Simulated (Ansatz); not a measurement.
# Property card for BaSn5

These are results of Ansatz, DFT r2SCAN, scalar-relativistic, plane waves, PAW, not measurements.

Settings: cutoff 500 eV, Γ-centred mesh 9×9×6 on the computed 6-atom cell, Gaussian smearing of 0.10 eV; no spin polarisation.

The structure is relaxed at this level of theory with its symmetry kept. Whether it is the stable form of this composition wasn't checked.

```cif
data_structure
_symmetry_space_group_name_H-M 'P 1'
_symmetry_Int_Tables_number 1
_cell_length_a 5.3968
_cell_length_b 5.3968
_cell_length_c 7.2347
_cell_angle_alpha 90.000
_cell_angle_beta 90.000
_cell_angle_gamma 120.000
_cell_volume 182.48
loop_
_atom_site_label
_atom_site_type_symbol
_atom_site_fract_x
_atom_site_fract_y
_atom_site_fract_z
_atom_site_occupancy
Ba1 Ba 0.00000 0.00000 0.50000 1
Sn1 Sn 0.66667 0.33333 0.79656 1
Sn2 Sn 0.00000 0.00000 0.00000 1
Sn3 Sn 0.66667 0.33333 0.20344 1
Sn4 Sn 0.33333 0.66667 0.20344 1
Sn5 Sn 0.33333 0.66667 0.79656 1
```

(1) Formation energy from the elements' standard states (uncorrected)?

(2) Density of states at the Fermi level?

(3) Löwdin character within 0.5 eV of the Fermi level?

(4) Bulk modulus?

(5) Its pressure derivative?

(6) Bader charges (e)?

Spin-orbit coupling is left out, which matters for the bands of heavy elements.

Answers

(1) -0.281 eV/atom.

(2) 2.38 states/eV per cell.

(3) Sn 5p 78 %, Sn 5s 14 %, unprojected 7 %.

(4) 39 GPa.

(5) 4.2.

(6) Ba (1 in the cell) 1.25, Sn (4 in the cell) -0.27, Sn (1 in the cell) -0.17.